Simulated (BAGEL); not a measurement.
# BH3 (SMILES [H]B([H])[H]) at HF/3-21G (density fitting with qzvpp-jkfit)

Aim: the vertical singlet–triplet gap of BH3 at HF/3-21G (density fitting with qzvpp-jkfit), from 2 runs. 

Program for the calculation: BAGEL 1.2.2.

1 further run of the same task is left out (set aside as unsound or not needed). Runs told in other sessions of the task aren't counted.

### Step 1. The molecule

BH3 has 4 atoms, charge 0, and is taken as a singlet. SMILES: `[H]B([H])[H]`. Geometry: relaxed at GFN2-xTB.

Bond lengths: B1–H2 1.164 Å, B1–H3 1.165 Å, B1–H4 1.165 Å. Angles: H2–B1–H3 120.0°, H2–B1–H4 120.0°, H3–B1–H4 120.0°.

### Step 2. The energy at HF/3-21G (density fitting with qzvpp-jkfit)

hf.json reads:

```json
{ "bagel" : [

{
  "title" : "molecule",
  "basis" : "3-21g",
  "df_basis" : "qzvpp-jkfit",
  "angstrom" : "true",
  "geometry" : [
    { "atom" : "B", "xyz" : [       0.000060,       0.000030,      -0.001400 ] },
    { "atom" : "H", "xyz" : [       1.163870,      -0.030320,       0.015280 ] },
    { "atom" : "H", "xyz" : [      -0.555340,       1.023410,      -0.018650 ] },
    { "atom" : "H", "xyz" : [      -0.608600,      -0.993120,       0.004770 ] }
  ]
},

{ "title" : "hf" },

{ "title" : "print", "file" : "orbitals.molden", "orbitals" : "true" }

]}
```

Launch:

```bash
$ BAGEL_NUM_THREADS=1 BAGEL hf.json > hf.out
```

Output:

```text
* using 1 threads per process

  ===============================================================
  ===============================================================

  *** Geometry ***

  { "atom" : "B", "xyz" : [      0.000113,      0.000057,     -0.002646 ] },
  { "atom" : "H", "xyz" : [      2.199396,     -0.057296,      0.028875 ] },
  { "atom" : "H", "xyz" : [     -1.049441,      1.933965,     -0.035243 ] },
  { "atom" : "H", "xyz" : [     -1.150087,     -1.876725,      0.009014 ] },

  Number of auxiliary basis functions:      129

  Since a DF basis is specified, we compute 2- and 3-index integrals:
    o Being stored without compression. Storage requirement is 0.000 GB

  Number of basis functions:       15
  Number of electrons      :        8

    * METHOD: MOLECULE                             0.06

  *** RHF ***

  === Nuclear Repulsion ===
     7.6030819077

      * DIIS with orbital gradients will be used.

  === RHF iteration (3-21g) ===
      0        -26.22301657          0.02193683           0.00
      1        -26.23568700          0.00513033           0.00
      2        -26.23649476          0.00032385           0.00
      3        -26.23649957          0.00005789           0.00
      4        -26.23649975          0.00000333           0.00
      5        -26.23649975          0.00000020           0.00
      6        -26.23649975          0.00000001           0.00
    * SCF iteration converged.

    * Permanent dipole moment:
           (   -0.000181,    -0.000105,     0.002144) a.u.

    * METHOD: HF                                   0.13

    * METHOD: PRINT                                0.01

  ===============================================================
```

Run time: 0.84 s. Hardware: 1 thread of AMD EPYC, shared host; peak memory 0.14 GiB.

### Step 3. The triplet, same level

hf.json reads:

```json
{ "bagel": [

{
  "title": "molecule",
  "basis": "3-21g",
  "df_basis": "qzvpp-jkfit",
  "angstrom": true,
  "geometry": [
    { "atom": "B", "xyz": [       0.000060,       0.000030,      -0.001400 ] },
    { "atom": "H", "xyz": [       1.163870,      -0.030320,       0.015280 ] },
    { "atom": "H", "xyz": [      -0.555340,       1.023410,      -0.018650 ] },
    { "atom": "H", "xyz": [      -0.608600,      -0.993120,       0.004770 ] }
  ]
},

{ "title": "uhf", "nopen": 2 },

{ "title": "print", "file": "orbitals.molden", "orbitals": true }

]}
```

Launch:

```bash
$ BAGEL_NUM_THREADS=1 BAGEL hf.json > hf.out
```

Output:

```text
* using 1 threads per process

  ===============================================================
  ===============================================================

  *** Geometry ***

  { "atom" : "B", "xyz" : [      0.000113,      0.000057,     -0.002646 ] },
  { "atom" : "H", "xyz" : [      2.199396,     -0.057296,      0.028875 ] },
  { "atom" : "H", "xyz" : [     -1.049441,      1.933965,     -0.035243 ] },
  { "atom" : "H", "xyz" : [     -1.150087,     -1.876725,      0.009014 ] },

  Number of auxiliary basis functions:      129

  Since a DF basis is specified, we compute 2- and 3-index integrals:
    o Being stored without compression. Storage requirement is 0.000 GB

  Number of basis functions:       15
  Number of electrons      :        8

    * METHOD: MOLECULE                             0.05

  *** Open-shell HF ***

  === Nuclear Repulsion ===
     7.6030819077

      * DIIS with orbital gradients will be used.

  === UHF iteration (3-21g) ===
      0        -26.00564373          0.04896379           0.00
      1        -26.02871354          0.01342742           0.01
      2        -26.03126513          0.00656232           0.00
      3        -26.03215972          0.00372678           0.00
      4        -26.03259974          0.00059122           0.00
      5        -26.03262945          0.00021270           0.00
      6        -26.03263473          0.00012081           0.00
      7        -26.03263564          0.00011101           0.00
      8        -26.03263613          0.00010866           0.00
      9        -26.03263911          0.00009111           0.01
     10        -26.03264336          0.00004904           0.00
     11        -26.03264403          0.00003544           0.00
     12        -26.03264425          0.00001840           0.01
     13        -26.03264430          0.00000422           0.00
     14        -26.03264431          0.00000119           0.00
     15        -26.03264431          0.00000037           0.00
     16        -26.03264431          0.00000012           0.00
     17        -26.03264431          0.00000004           0.00
     18        -26.03264431          0.00000001           0.00
    * SCF iteration converged.

    * S^2 (UHF) is 2.0074

    * Permanent dipole moment:
           (    0.317540,     0.518528,    -0.005004) a.u.

    * METHOD: UHF                                  0.17

    * METHOD: PRINT                                0.00

  ===============================================================
```

It took 0.84 s on 1 thread of AMD EPYC, shared host; peak memory 0.14 GiB.

### Step 4. What came out

At HF/3-21G (density fitting with qzvpp-jkfit):

```
                                        quantity         value
                           singlet: total energy  -26.23650 Eh
                          singlet: dipole moment        0.01 D
                            singlet: HOMO energy     -13.70 eV
                            singlet: LUMO energy       2.14 eV
                          singlet: HOMO–LUMO gap      15.84 eV
                           triplet: total energy  -26.03264 Eh
                          triplet: dipole moment        1.55 D
                                   triplet: ⟨S²⟩         2.007
vertical energy of the triplet above the singlet      5.547 eV
```

What this shows: At this shape the triplet lies 5.55 eV (128 kcal/mol) above the singlet.
